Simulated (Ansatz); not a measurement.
Correlation energies of C7H16 (`CCCC(C)CC`) by basis set

Z-matrix (Å, degrees):
```
C
C 1 1.519
H 1 1.094 2 111.0
H 1 1.094 2 111.1 3 -119.5
H 1 1.092 2 111.7 3 120.2
C 2 1.520 1 112.5 3 59.8
H 2 1.094 1 109.2 3 -62.7
H 2 1.097 1 109.6 3 -178.6
C 6 1.527 2 115.4 1 175.7
H 6 1.099 2 109.3 1 -61.2
H 6 1.097 2 108.5 1 53.7
C 9 1.523 6 111.8 2 63.2
C 9 1.528 6 109.9 2 -172.1
H 9 1.100 6 107.6 2 -55.3
H 12 1.095 9 110.4 6 61.5
H 12 1.091 9 111.8 6 -58.4
H 12 1.092 9 111.8 6 -178.5
C 13 1.519 9 114.9 6 172.4
H 13 1.096 9 108.3 6 50.4
H 13 1.098 9 108.7 6 -64.3
H 18 1.092 13 111.0 9 -175.5
H 18 1.092 13 112.1 9 64.6
H 18 1.094 13 111.0 9 -55.8
```

The species carries charge 0 and has multiplicity 1. Geometry: relaxed with PBE0-D4/def2-TZVP. It is one conformer, not always the lowest. Frozen core, restricted reference, Ansatz 0.2.0. CBS rows extrapolate triple and quadruple zeta; past MP2 they add the triple-zeta difference.

| basis | HF (Eh) | MP2 corr. | CCSD corr. | (T) | CCSD(T) total |
| --- | --- | --- | --- | --- | --- |
| def2-SVP | -274.20644 | ? | ? | -0.03339 | ? |
| def2-TZVPP | -274.50116 | -1.24386 | -1.32470 | -0.05165 | -275.87751 |
| def2-QZVPP | -274.51426 | ? | – | – | – |
| CBS(def2) | -274.51606 | ? | -1.45767 | as TZ | ? |

Task: Fill in the withheld values. (An estimate is asked.)

Result: The calculation gave: def2-SVP MP2 corr.: -1.02187; def2-SVP CCSD corr.: -1.11980; def2-SVP CCSD(T) total: -275.35963; def2-QZVPP MP2 corr.: -1.32024; CBS(def2) MP2 corr.: -1.37683; CBS(def2) CCSD(T) total: -276.02538.
